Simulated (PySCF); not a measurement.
AlC: energy against distance

Set-up: basis Al aug-pcseg-1, C aug-pcseg-1; no relativity; PySCF 2.14. Energies in eV from Al + C in their ground configurations at the same level. State: ⁴Σ⁻ (quartet), unpaired electrons σ ↑, π ↑↑.

| R (Å) | UHF-CCSD(T) | r²SCAN |
| --- | --- | --- |
| 1.704 |  | -2.871 |
| 1.783 | -2.828 | -3.273 |
| 1.862 | -3.064 | -3.493 |
| 1.922 | -3.152 | -3.571 |
| 1.981 | -3.182 | -3.593 |
| 2.040 | -3.169 | -3.573 |
| 2.120 | -3.101 | -3.498 |
| 2.219 | -2.962 | -3.352 |
| 2.338 | -2.749 | -3.132 |
| 2.496 |  | -2.809 |

Problem. Put a parabola through the three lowest points of the UHF-CCSD(T) curve and estimate Re, k and ωe (reduced mass 8.306 u; 1 eV/Å² = 0.16022 mdyn/Å; ωe = 1302.8·√(k/μ) cm⁻¹).

Solution. Through R = 1.922, 1.981, 2.04 Å the second-order coefficient is 6.18 eV/Å², so Re ≈ 1.993 Å, k ≈ 1.98 mdyn/Å and ωe ≈ 636 cm⁻¹. A polynomial fit of higher order to the unrounded UHF-CCSD(T) energies gives Re = 1.990 Å, k = 1.89 mdyn/Å, ωe = 622 cm⁻¹; anharmonicity and rounding make the difference.

The higher-order fit for each curve: UHF-CCSD(T): Re = 1.990 Å, ωe = 622 cm⁻¹, De = 3.18 eV; r²SCAN: Re = 1.980 Å, ωe = 627 cm⁻¹, De = 3.59 eV.

Correlated steps freeze 6 core orbitals. Correlated levels converge slowly with the basis: in double zeta they bind strong bonds too weakly, by up to about 1 eV, and carry superposition errors of some tenths. The CCSD T1 diagnostic is raised, a sign that a single reference may not be enough here. The state is the lowest determinant that a PBE0 search found; another state may lie lower at other levels.
